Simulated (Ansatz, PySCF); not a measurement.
Noncovalent pair: C2H4 (SMILES C=C) (first 6 atoms) with C2H4 (SMILES C=C); geometry from A24 set.
(charge 0, multiplicity 1):
```xyz
12

H     -0.92396     1.23196    -1.75000
H      0.92396     1.23196    -1.75000
H      0.92396    -1.23196    -1.75000
H     -0.92396    -1.23196    -1.75000
C      0.00000     0.66718    -1.75000
C      0.00000    -0.66718    -1.75000
H     -0.92396     1.23196     1.75000
H      0.92396     1.23196     1.75000
H      0.92396    -1.23196     1.75000
H     -0.92396    -1.23196     1.75000
C      0.00000     0.66718     1.75000
C      0.00000    -0.66718     1.75000
```

Interaction energies are E(AB) − E(A) − E(B) at the monomers' geometry in the complex; basis-set methods are counterpoise corrected.

Run with Ansatz (Gaussian basis) for Hartree–Fock, density functionals and correlated methods; PySCF for the dispersion terms. 

**Question.** Give the interaction energy at the level B3LYP/def2-TZVPPD.

**Answer.** 2.9 kcal/mol

**Question.** What interaction energy does BLYP-D4/def2-TZVPPD give?

**Answer.** 1.1 kcal/mol

**Question.** What interaction energy does SVWN5/def2-TZVPPD give?

**Answer.** 0.3 kcal/mol

Ansatz is a first-principles code.
